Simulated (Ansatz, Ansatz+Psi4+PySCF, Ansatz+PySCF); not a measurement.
```xyz
5

H    -2.5007    0.0664    0.0000
O    -1.5540   -0.0865    0.0000
H    -1.1689    0.7920    0.0000
O     1.4620    0.6198    0.0000
O     1.7088   -0.5622    0.0000
```

Basis set: cc-pVTZ (spherical functions). Left uncorrelated: 3 orbitals. Correlation on ROHF uses semicanonical orbitals with singles. Charge 0, multiplicity 3.

Computed with Ansatz (development build ahead of 0.2.0); each method stands on the lowest determinant of its kind that the runs found.

The atomization energy at this shape (free ground-state atoms in the same class of orbitals less the molecule, no zero-point energy) of triplet H2O3:

```json
{"method": "UHF-CCSD(T)", "atomization energy": "1420.6 kJ/mol"}
{"method": "ROHF-MP2", "atomization energy": "1494.5 kJ/mol"}
{"method": "UHF-MP2", "atomization energy": "1484.7 kJ/mol"}
```

**Question.** What does ROHF give?

**Answer.** 771.2 kJ/mol. Caution for ROHF-MP2, ROHF: an unrestricted determinant lies well below. Caution for ROHF-MP2: another reference gives a lower total.
